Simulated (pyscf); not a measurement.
Four-centre exchange: H₃C–SnH₃ (SMILES [CH3][SnH3]) + H₂O (SMILES O) → H₃C–SnH₂–OH (SMILES [CH3][SnH2][OH]) + H₂ (SMILES [H][H])

Gas phase, singlet surface, charge 0. Bonds broken: Sn2–H6, O9–H10. Bonds formed: Sn2–O9, H6–H10. PySCF, gas phase, ωB97X-D3(BJ)/def2-SVP geometries.

Transition state (Å):

```xyz
11

C     -1.2071    -1.4695    -0.0203
Sn    -0.3411     0.4474    -0.3473
H     -1.0463    -2.1158    -0.8957
H     -2.2880    -1.3389     0.1344
H     -0.7711    -1.9335     0.8746
H     -0.4784     0.8897     1.7547
H      1.3454     0.6477    -0.1457
H     -0.6882     0.9590    -1.9617
O     -1.6926     2.0188     0.3692
H     -1.1367     1.6280     1.3359
H     -1.5318     2.9406     0.1168
```

One imaginary mode, 1329i cm⁻¹; descent along it reached the two sides named.

```tsv
bond	change	reactant side (Å)	saddle	product side
Sn2–H6	breaks	1.715	2.152	4.3
O9–H10	breaks	0.965	1.182	2.354
Sn2–O9	forms	3.1	2.193	1.997
H6–H10	forms	2.7	1.074	0.764
```

Electronic energies relative to the separated reactants (kcal/mol):

```json
[
 {"level": "ωB97X-D3(BJ)/def2-TZVP", "barrier": "32.8", "reaction energy": "-1.7", "reverse barrier": "34.5"},
 {"level": "PBE/def2-TZVP", "barrier": "28.2", "reaction energy": "-0.9", "reverse barrier": "29.1"},
 {"level": "r²SCAN/def2-TZVP", "barrier": "29.4", "reaction energy": "-2.1", "reverse barrier": "31.5"},
 {"level": "B3LYP-D3(BJ)/def2-TZVP", "barrier": "31.9", "reaction energy": "-1.5", "reverse barrier": "33.4"},
 {"level": "PBE0-D3(BJ)/def2-TZVP", "barrier": "31.5", "reaction energy": "+0.7", "reverse barrier": "30.8"},
 {"level": "M06-2X/def2-TZVP", "barrier": "30.4", "reaction energy": "-5.5", "reverse barrier": "35.9"},
 {"level": "ωB97M-D3(BJ)/def2-TZVP", "barrier": "34.1", "reaction energy": "+0.1", "reverse barrier": "34.0"},
 {"level": "HF/def2-TZVP", "barrier": "49.4", "reaction energy": "+2.2", "reverse barrier": "47.2"}
]
```

With ωB97M-D3(BJ)/def2-TZVP energies and thermal terms (ideal gas, 1 atm, RRHO with modes under 100 cm⁻¹ raised to 100, one conformer, R ln 2 for rigid chiral ones), in kcal/mol:

| T (K) | ΔH‡ | ΔG‡ | ΔH | ΔG |
|---|---|---|---|---|
| 298 | 32.0 | 41.8 | -2.4 | -1.4 |
| 600 | 32.2 | 51.7 | -1.2 | -0.9 |
| 900 | 32.9 | 61.3 | -0.3 | -1.0 |
| 1200 | 33.8 | 70.7 | +0.4 | -1.3 |

At the saddle there is also a short H–Sn contact that neither side keeps. One saddle was located; it need not be the lowest between these sides. Elements past Kr carry the def2 core potentials, without spin-orbit coupling.
